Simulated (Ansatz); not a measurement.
[NH2···H···O], triplet along the distance N1-H4

Starting geometry:

```xyz
5

N    -1.2542   -0.0173   -0.0269
H    -1.5515    0.9506   -0.0269
H    -1.5515   -0.4196    0.8534
H    -0.2418   -0.0173   -0.0269
O     1.3088   -0.0173   -0.0269
```

From there H4 is moved from one fragment to the other while all else, the fragments' distance too, stays fixed, so the hump isn't the reaction's barrier; atoms are numbered as listed. Energies are in kcal/mol, counted from the starting geometry at the same level.

Basis cc-pVDZ; Ansatz 0.2.0. Correlated methods freeze the noble-gas cores. Prefix R: restricted or restricted open-shell reference; prefix U: unrestricted.

Full CI isn't at hand for all of this; UCCSDT(Q) serves as the reference, and is uncertain by about the last step of the cluster series.

```csv
distance N1-H4 (Å),UHF
0.942,0.4
1.012,0.0
1.093,6.2
1.173,15.9
1.253,24.8
1.333,26.7
1.413,20.3
1.493,12.6
1.573,7.3
```

Question: Estimate the UCCSDT(Q) curve in cc-pVDZ from this one, knowing how UHF errs.

Answer: The computed UCCSDT(Q) values, in kcal/mol from the starting point, and the error of UHF against them:
```
distance N1-H4 (Å)  UCCSDT(Q)  UHF less UCCSDT(Q)
             0.942        2.7                -2.3
             1.012        0.0                 0.0
             1.093        3.0                 3.3
             1.173        8.5                 7.4
             1.253       13.0                11.8
             1.333       13.8                13.0
             1.413       10.7                 9.6
             1.493        6.4                 6.2
             1.573        4.1                 3.3
```

The error spans 15.3 kcal/mol and is largest, 13.0 kcal/mol, at 1.333 Å.
